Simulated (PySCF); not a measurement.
## Silicon: a sound run and one with changed settings

Sound run: Si [Ne] 3s2 3p2, Si⁺ [Ne] 3s2 3p1. All numbers are calculated (PySCF 2.14, scalar relativity by spin-free X2C-1e, in aug-cc-pVDZ-DK (5s4p2d, 27 functions)). In the sound run the correlated levels freeze [Ne]. The sound run starts from symmetry-adapted Hartree-Fock orbitals and uses a fine grid where one is needed.

A second run was set up differently.

```csv
species,method,sound run (hartree),changed run (hartree),converged
Si,UHF,-289.45293,-289.45293,yes
Si,LDA,-288.80088,-288.80088,yes
Si,TPSS,-289.99366,-289.99366,yes
Si,MP2,-289.49943,-289.48059,yes
Si,CCSD(T),-289.52019,-289.52019,yes
Si⁺,UHF,-289.17216,-289.17216,yes
Si⁺,LDA,-288.49827,-288.49827,yes
Si⁺,TPSS,-289.69205,-289.69205,yes
Si⁺,MP2,-289.20721,-289.19325,yes
Si⁺,CCSD(T),-289.22628,-289.22628,yes
```

Ionisation energy of Si:

```
 method  sound run (eV)  changed run (eV)
    UHF           7.640             7.640
    LDA           8.234             8.234
   TPSS           8.207             8.207
    MP2           7.952             7.819
SCS-MP2           7.873             7.772
   CCSD           7.981             7.981
CCSD(T)           7.998             7.998
```

Q: What was changed?
A. all electrons correlated in a valence basis
B. too few SCF iterations
C. level shift left on
D. minimal basis

A: C. It used initial guess atom, at most 50 SCF cycles, level shift 0.5 hartree. A level shift leaves the converged SCF energy unchanged but raises the virtual orbital energies, which shrinks MP2 if it is not removed.
